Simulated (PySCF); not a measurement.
Reproducing measurements on nitrosomethane

**The experiment to reproduce.**

NIST CCCBDB Release 22 (SRD 101), experimental dipoles lists, for the gas: dipole moment (microwave Stark effect, vibrational ground state) 2.32 D.

How close the calculation comes is told at the end.

Species: nitrosomethane, CH3NO.
SMILES with atom numbers: `[CH3:1][N:2]=[O:3]` (hydrogens: H4, H5, H6 on C1)

Cartesian coordinates in Å at the B3LYP/6-31+G* level; atoms count from 1:
```
atom  x, y, z in Å
C1    -0.440    0.085    0.158
N2     0.889   -0.559    0.284
O3     1.810    0.155   -0.046
H4    -0.897    0.060    1.155
H5    -1.043   -0.557   -0.495
H6    -0.362    1.106   -0.229
```

The PySCF runs (gas phase, on this B3LYP/6-31+G* geometry; no spin–orbit coupling):

```json
{"level": "B3LYP/6-31+G*, grid level 1", "job": "geometry optimisation from a GFN2-xTB start", "basis functions": "60", "wall time": "3.4 s"}
```

Hardware: Intel Xeon Platinum 8488C, one thread, shared host.

All basis functions are spherical.

Results beside the measurements:

**Dipole moment.** Measured: 2.32 D (NIST CCCBDB Release 22 (SRD 101), experimental dipoles).

```json
{"level": "B3LYP/6-31+G*", "computed (D)": "2.60", "computed − measured (D)": "+0.28", "% (from the printed values)": "+12"}
```

The computed dipoles belong to one fixed geometry; measured ones are averaged over vibrations unless marked μe. Magnitudes are compared, not signs.

No measured geometry was used, and the causes of the misses weren't examined.
